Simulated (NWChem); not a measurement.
System meant: dimethyl sulfide (C2H6S); SMILES CSC

Input file for NWChem:

```
start job
memory heap 200 mb stack 900 mb global 1100 mb
geometry units angstroms noautoz
  C     -1.379092     0.000000    -0.510968
  S      0.000000     0.000000     0.650724
  C      1.379092     0.000000    -0.510968
  H     -1.374213    -0.899006    -1.146955
  H     -2.302295     0.000000     0.085551
  H     -1.374213     0.899006    -1.146955
  H      1.374213    -0.899006    -1.146955
  H      2.302295     0.000000     0.085551
  H      1.374213     0.899006    -1.146955
end
basis spherical
  * library def2-svp
end
dft
  xc b3lyp
  iterations 4
  mulliken
end
task dft energy
```

End of the output:

```
    Atom       Charge   Shell Charges
 -----------   ------   -------------------------------------------------------
    1 C    6     6.17   1.96  0.60  0.33  1.87  1.32  0.07
    2 S   16    15.80   2.00  1.95  0.96  0.65  5.81  1.93  2.39  0.11
    3 C    6     6.17   1.96  0.60  0.33  1.87  1.32  0.07
    4 H    1     0.98   0.64  0.27  0.07
    5 H    1     0.97   0.64  0.27  0.07
    6 H    1     0.98   0.64  0.27  0.07
    7 H    1     0.98   0.64  0.27  0.07
    8 H    1     0.97   0.64  0.27  0.07
    9 H    1     0.98   0.64  0.27  0.07

 center of mass
 --------------
 x =   0.00000000 y =   0.00000000 z =   0.13223802

 moments of inertia (a.u.)
 ------------------
         100.385237920115           0.000000000000           0.000000000000
           0.000000000000         317.092998556262           0.000000000000
           0.000000000000           0.000000000000         239.977845452612

     Multipole analysis of the density
     ---------------------------------

     L   x y z        total         alpha         beta         nuclear
     -   - - -        -----         -----         ----         -------
     0   0 0 0     -0.000000    -17.000000    -17.000000     34.000000

     1   1 0 0     -0.000000     -0.000000     -0.000000      0.000000
     1   0 1 0      0.000000      0.000000      0.000000      0.000000
     1   0 0 1     -0.564514     -0.282257     -0.282257      0.000000

     2   2 0 0    -18.026403    -82.180215    -82.180215    146.334027
     2   1 1 0      0.000000      0.000000      0.000000      0.000000
     2   1 0 1      0.000000      0.000000      0.000000     -0.000000
     2   0 2 0    -21.046498    -16.295602    -16.295602     11.544705
     2   0 1 1      0.000000      0.000000      0.000000      0.000000
     2   0 0 2    -20.935798    -37.579844    -37.579844     54.223891

 ------------------------------------------------------------------------
 dft energy failed                                                                                  0
 ------------------------------------------------------------------------
 ------------------------------------------------------------------------
  current input line :
    22: task dft energy
 ------------------------------------------------------------------------
 ------------------------------------------------------------------------
 This type of error is most commonly associated with calculations not reaching convergence criteria
 ------------------------------------------------------------------------
 For more information see the NWChem manual at https://nwchemgit.github.io

0:dft energy failed:Received an Error in Communication
```

**Question.** What is wrong, and how is it mended?

**Answer.** The run did not converge; its last values are not results. Cause: the SCF was allowed too few iterations. This input runs:
```
start job
memory heap 200 mb stack 900 mb global 1100 mb
geometry units angstroms noautoz
  C     -1.379092     0.000000    -0.510968
  S      0.000000     0.000000     0.650724
  C      1.379092     0.000000    -0.510968
  H     -1.374213    -0.899006    -1.146955
  H     -2.302295     0.000000     0.085551
  H     -1.374213     0.899006    -1.146955
  H      1.374213    -0.899006    -1.146955
  H      2.302295     0.000000     0.085551
  H      1.374213     0.899006    -1.146955
end
basis spherical
  * library def2-svp
end
dft
  xc b3lyp
  iterations 150
  mulliken
end
task dft energy
```
It converges to -477.84439 Ha (B3LYP/def2-SVP).
